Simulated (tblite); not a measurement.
C₄H₂O.
Numbering: `[CH:1]#[C:2][C:3]#[C:4][OH:5]` (hydrogens: H6 on C1; H7 on O5)

A start from a force field or distance geometry was refined with GFN2-xTB geometry optimisation, gas phase in tblite 0.8.0. Values at the start:

```json
{"coordinate": "C1≡C2", "start": "1.211 Å"}
{"coordinate": "C1–H6", "start": "1.052 Å"}
{"coordinate": "C2–C3", "start": "1.530 Å"}
{"coordinate": "C3≡C4", "start": "1.207 Å"}
{"coordinate": "C4–O5", "start": "1.333 Å"}
{"coordinate": "O5–H7", "start": "0.972 Å"}
{"coordinate": "C1–C2–C3", "start": "178.7°"}
{"coordinate": "C2–C3–C4", "start": "178.5°"}
{"coordinate": "C3–C4–O5", "start": "178.4°"}
```

Q: How do these coordinates change at the GFN2-xTB level?

A: 
```json
{"coordinate": "C2–C3", "GFN2-xTB (Å or °)": "1.357", "change": "-0.173"}
{"coordinate": "C4–O5", "GFN2-xTB (Å or °)": "1.302", "change": "-0.031"}
{"coordinate": "C1≡C2", "GFN2-xTB (Å or °)": "1.204", "change": "-0.007"}
{"coordinate": "O5–H7", "GFN2-xTB (Å or °)": "0.965", "change": "-0.007"}
{"coordinate": "C1–H6", "GFN2-xTB (Å or °)": "1.048", "change": "-0.004"}
{"coordinate": "C3≡C4", "GFN2-xTB (Å or °)": "1.206", "change": "-0.001"}
{"coordinate": "C3–C4–O5", "GFN2-xTB (Å or °)": "176.8", "change": "-1.6"}
{"coordinate": "C2–C3–C4", "GFN2-xTB (Å or °)": "179.4", "change": "+0.9"}
{"coordinate": "C1–C2–C3", "GFN2-xTB (Å or °)": "179.4", "change": "+0.7"}
```

The energy falls by 53.0 kJ/mol over 19 L-BFGS steps, the largest force on an atom goes from 4.13 to 0.009 eV/Å, and the atoms move by 0.094 Å rms after alignment. The bond that changes most is C2–C3 (both ends alkyne carbon), which shortens by 0.173 Å. Bonds longer at the end by more than 0.005 Å: 0 of 6; shorter: 4. Rotational constants go from 628960, 1933, 1927 to 685184, 2109, 2102 MHz.

Its GFN2-xTB frequencies are all real (lowest 135 cm⁻¹).

All values are computed, not measured.
